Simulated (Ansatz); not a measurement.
**Se (R-3, No. 148)**

Method: PBEsol in Ansatz (plane waves, PAW).

Numerical settings: plane-wave cutoff 500 eV, 10×10×10 k mesh, gaussian smearing 0.02 eV, scalar-relativistic PAW data made under PBE.

Cell (relaxed at this level):

Se has the trigonal space group R-3, hexagonal axes (No. 148), Pearson symbol hR6. Conventional cell: a = 10.701 Å, b = 10.701 Å, c = 4.574 Å, α = 90.00°, β = 90.00°, γ = 120.00°. Se on 18f is coordinated by 2 Se at 2.430 Å (bent). (Neighbours: up to the widest gap in distance over summed covalent radii, below 1.35, at either atom.)
(The calculation used a cell of 6 atoms; values per cell refer to that cell.)

```yaml
band_gap: 0.96 eV (on the SCF k mesh)
```

Note: the cell comes from a level without a dispersion term, which matters for the spacing of layers, chains or molecules; the volume lies 8 % below that of the published cell.

Spin–orbit coupling is not included.

Computed values are for the static lattice.

The result took roughly 12 core-minutes.

Ansatz is a quantum-chemistry and plane-wave program.
